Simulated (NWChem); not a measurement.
Molecule: hydrogen chloride (HCl); SMILES Cl

```xyz
2

Cl     0.0000     0.0000     0.0805
H      0.0000     0.0000    -1.2156
```
Atoms are numbered in this order, from 1.

Results from NWChem. Geometry optimised at PBE-D3(BJ)/def2-SVP; all other runs use it. Pople sets run with spherical d functions. Vzz has the sign of the potential's second derivative.

```json
[
 {"quantity": "Vzz Cl1 (a.u.)", "level": "Hartree-Fock/def2-SVP", "value": "?"},
 {"quantity": "vertical, lowest state with f > 0.02, singlet (eV)", "level": "B3LYP/6-31+G*, TDA", "value": "7.38"},
 {"quantity": "first state with f > 0.002 (eV), Cl K edge, unshifted", "level": "PBE/6-311G**, TDA", "value": "?"},
 {"quantity": "anisotropy (bohr³) at 400 nm", "level": "PBE0/6-31+G*", "value": "?"},
 {"quantity": "−ε(HOMO) (eV)", "level": "B3LYP/def2-TZVP", "value": "9.10"},
 {"quantity": "highest occupied level (eV)", "level": "PBE0/def2-TZVP", "value": "?"},
 {"quantity": "dipole (D)", "level": "PBE-D3(BJ)/def2-SVP", "value": "1.33"},
 {"quantity": "highest harmonic frequency (cm⁻¹)", "level": "PBE-D3(BJ)/def2-SVP", "value": "2911"}
]
```

### Question
Complete the blanks.

### Answer

- Vzz Cl1 (a.u.), value: 3.619
- first state with f > 0.002 (eV), Cl K edge, unshifted, value: 2739.5
- anisotropy (bohr³) at 400 nm, value: 4.5
- highest occupied level (eV), value: -9.40
